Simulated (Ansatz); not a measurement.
Energy profile

The step: CH₆Si ([CH3][SiH3]) + HCl → SiH₃Cl ([SiH3][Cl]) + CH₄; bonds formed: Si1–Cl7, C2–H6; bonds broken: Si1–C2, H6–Cl7 (atoms numbered as in the saddle structure below).

| atom | x (Å) | y (Å) | z (Å) |
| --- | --- | --- | --- |
| Si1 | -0.3458 | 0.6735 | -0.7387 |
| C2 | 0.4071 | -0.9620 | 0.4015 |
| H3 | -1.8012 | 0.8772 | -0.6578 |
| H4 | 0.6119 | 1.7651 | -0.9787 |
| H5 | -0.1646 | -0.2427 | -1.9115 |
| H6 | 0.0766 | 0.1262 | 0.9224 |
| Cl7 | -0.3977 | 1.6685 | 1.6224 |
| H8 | 0.6354 | -1.2051 | 1.4475 |
| H9 | 1.3326 | -1.0406 | -0.1658 |
| H10 | -0.3541 | -1.6602 | 0.0585 |

Electronic energies by CCSD(T) at an estimated basis limit (MP2 extrapolated from triple and quadruple zeta, plus CCSD(T) − MP2 in triple zeta), on PBE0-D4/def2-TZVP structures; CH$_{7}$ClSi, closed shell; no counterpoise correction. Program: Ansatz 0.2.0. Basis: def2-TZVPP and def2-QZVPP. Cores are frozen in the correlated methods. Extrapolation: Hartree–Fock as exp(−7.88 √X), correlation as X^−2.97.

Task: Give the profile in kcal/mol, counted from the separated reactants. (An estimate is asked for; the value comes from the calculation.)

Result: The calculation gives:
```tsv
point	kcal/mol
separated: CH$_{6}$Si (linked as [CH3][SiH3]; Si1, C2, H3, H4, H5, H8, H9, H10; singlet) + HCl (H6, Cl7; singlet)	0.00
start structure	-1.65
saddle	40.99
end structure	-24.66
separated: SiH$_{3}$Cl (linked as [SiH3][Cl]; Si1, H3, H4, H5, Cl7; singlet) + CH$_{4}$ (C2, H6, H8, H9, H10; singlet)	-23.84
```

No T1 diagnostic of these runs exceeds 0.011. The end structure is not quite a true minimum (one mode of 26i cm⁻¹).

For scale, one of the runs: CCSD(T)/def2-TZVPP, 213 basis functions (an equivalent command: `ansatz run in.yaml --threads 4`). Time: 40 s of wall clock on 4 CPU threads; the host was shared. Peak host memory: 2.8 GiB.
